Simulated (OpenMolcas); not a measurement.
## BN (boron nitride): methods side by side

The species is BN (2 atoms), meant as a triplet with charge 0. As SMILES, `B#N`. Geometry: relaxed at PBE0-D4/def2-TZVP.

```xyz
2

B     0.0000    0.0000   -0.0235
N     0.0000    0.0000    1.2919
```

Each level gives the energy change with the B1–N2 bond stretched from 1.315 to 1.903 Å (eV). The values are calculated.

```
           level                   kind     program  value (eV)  less FCI/STO-3G  CPU time (all runs)
      UHF/STO-3G           Hartree–Fock  OpenMolcas        1.35            -0.89                3.9 s
   USVWN5/STO-3G                    LDA  OpenMolcas        2.97            +0.73                7.5 s
     UPBE/STO-3G                    GGA  OpenMolcas        2.61            +0.37                8.1 s
 U-r2SCAN/STO-3G               meta-GGA  OpenMolcas        2.69            +0.45                 10 s
   UB3LYP/STO-3G          global hybrid  OpenMolcas        2.39            +0.15                8.7 s
  UM06-2X/STO-3G        hybrid meta-GGA  OpenMolcas        2.46            +0.22                 10 s
ROCCSD(T)/STO-3G  coupled cluster or CI  OpenMolcas        2.23            -0.01                5.3 s
      FCI/STO-3G     exact in the basis  OpenMolcas        2.24             0.00                3.9 s
```

FCI/STO-3G is exact within its basis and frozen core, so for wave-function methods in that basis the difference is their error; functionals converge differently with the basis, so for them it is only a difference. The first shape isn't each level's own minimum. The values span 1.35 to 2.97 eV. Spin contamination of the reference (⟨S²⟩ at least 0.1 too high) touches UHF/STO-3G. All rows use very small basis sets, so even the best lies far from the true value. CPU times are rough (shared hosts, several kinds of processor): they show what a rung costs within a factor of a few.
